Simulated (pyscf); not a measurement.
A first-order saddle from PySCF, ωB97X-D3(BJ)/def2-SVP:

```xyz
8

S     -0.0789     1.8230     0.2193
H     -0.0966     0.9028    -1.3086
H      1.2128     1.7119     0.5990
Cl    -0.4409    -0.3336    -1.9796
Hf    -0.5610    -0.6423     0.6944
Cl     1.2232    -2.1266     0.5057
Cl    -2.7099    -1.4982     0.4403
Cl    -0.5042    -0.3041     2.9962
```

Surface: singlet, charge 0. Lowest wavenumbers (cm⁻¹): 381i, 39, 78, 97, 113.

### Question
Which two sides does it connect, and which bonds change?

### Answer
H₂S (SMILES S) + Cl–Hf(Cl)(Cl)–Cl (SMILES [Cl][Hf]([Cl])([Cl])[Cl]) ⇌ HS–Hf(Cl)(Cl)–Cl (SMILES [SH][Hf]([Cl])([Cl])[Cl]) + HCl (SMILES Cl), a four-centre exchange read from left to right: H–S, Cl–Hf broken and Hf–S, Cl–H formed. At ωB97M-D3(BJ)/def2-TZVP it lies +18.5 kcal/mol from the left side and +1.7 kcal/mol from the right (each side as separated species at their lowest minima found). On the reactant side the descent ends in an adduct with a Hf–S contact (not fully relaxed), 15.1 kcal/mol under the separated species and 27.3 kcal/mol under the saddle at ωB97X-D3(BJ)/def2-TZVP. On the product side the descent ends in an adduct with a Cl–Hf contact, 8.4 kcal/mol under the separated species and 5.2 kcal/mol under the saddle at ωB97X-D3(BJ)/def2-TZVP. What is counted as formed (Hf–S) is already present as a longer contact in the reactant adduct; forming that adduct is a step of its own. What is counted as broken (Cl–Hf) persists as a longer contact in the product adduct; parting that adduct is a step of its own. At ωB97X-D3(BJ)/def2-TZVP the barrier from the zero used here is 12.2 kcal/mol. One saddle was located; it need not be the lowest between these sides. Elements past Kr carry the def2 core potentials, without spin-orbit coupling.
